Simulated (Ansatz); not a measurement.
# AlN2: the cost of one run

The runs use Ansatz 0.2.0, Gaussian basis; def2-QZVPP, core rule «outside noble gas», up to 7 orbitals frozen.

Plan: UHF; ROHF; CCSD(T) on UHF.

## Step 1: What is computed

The geometry is a PBE0/def2-TZVP stationary point (not a proven minimum) of the parent state, kept for this charge and spin.

3 atoms, charge 1, spin multiplicity 3.

Atoms are counted from 1 here; the program's logs count them from 0.

Bond lengths: N1–Al2 1.795 Å, Al2–N3 1.795 Å. Angles: N1–Al2–N3 180.0°.

As a file:

```tsv
atom	x (Å)	y (Å)	z (Å)
N1	0.0000	0.0000	1.7953
Al2	0.0000	0.0000	0.0000
N3	0.0000	0.0000	-1.7953
```

## Step 2: UHF

in.yaml

```yaml
crystal:
  periodic: [false, false, false]
  atoms:
    - {symbol: N, position_ang: [0.000000, 0.000000, 1.795300]}
    - {symbol: Al, position_ang: [0.000000, 0.000000, 0.000000]}
    - {symbol: N, position_ang: [0.000000, 0.000000, -1.795300]}
basis:
  gaussian: {orbitals: "def2-QZVPP.json"}
total_charge: 1
magnetization: {spin_polarized: true, initial_magnetization: 2}
hamiltonian: {xc: hf}
output: {orbitals: {seedname: orbitals}}
```

Started as:

```sh
ansatz run in.yaml --threads 1 --pin off --events-out ev --progress --plain --max-ram 2393MiB
```

**Question.** How long does this run take on 1 thread of Arm Neoverse V2, shared host, and how much memory does it need?

About 22 s, with a peak of 0.39 GiB.
